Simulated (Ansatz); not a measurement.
**Worked example: a bond strength in CH3F (fluoromethane)**

The species is CH3F (5 atoms), meant as a singlet with charge 0. As SMILES, `CF`. The shape was relaxed beforehand at B3LYP/def2-SVP.

| atom | x (Å) | y (Å) | z (Å) |
| --- | --- | --- | --- |
| C | -0.0402 | 0.0261 | 0.0062 |
| F | 1.1016 | -0.7153 | -0.1698 |
| H | -0.9275 | -0.6273 | -0.0576 |
| H | -0.1095 | 0.8027 | -0.7752 |
| H | -0.0242 | 0.5138 | 0.9963 |

Wanted: the dissociation energy of the H5–C1 bond into doublet H and doublet CH2F (shapes relaxed at B3LYP/def2-SVP, no zero-point term). 1 Eh = 2625.50 kJ/mol = 27.2114 eV. Totals in Eh; open shells run unrestricted unless said.

| level | program | CH3F | doublet H | doublet CH2F |
| --- | --- | --- | --- | --- |
| r2SCAN/def2-TZVPP | Ansatz | -139.731755 | -0.499927 | -139.067863 |
| B2PLYP/def2-TZVPP, 2 core orbitals frozen | Ansatz | -139.708932 | -0.498613 | -139.040910 |
| MP2/def2-TZVPP, 2 core orbitals frozen | Ansatz | -139.533735 | -138.864058 | -0.499810 |

Task: Work out the dissociation energy at each level.

Result: 
1. r2SCAN/def2-TZVPP: (-0.499927) + (-139.067863) − (-139.731755) = 0.163965 Eh = 430.5 kJ/mol = 4.46 eV.
2. B2PLYP/def2-TZVPP: (-0.498613) + (-139.040910) − (-139.708932) = 0.169409 Eh = 444.8 kJ/mol = 4.61 eV.
3. MP2/def2-TZVPP: (-138.864058) + (-0.499810) − (-139.533735) = 0.169867 Eh = 446.0 kJ/mol = 4.62 eV.

The levels span 430 to 446 kJ/mol; no measured value is set beside them. A bond enthalpy at 298 K also holds the loss of zero-point energy and thermal terms.
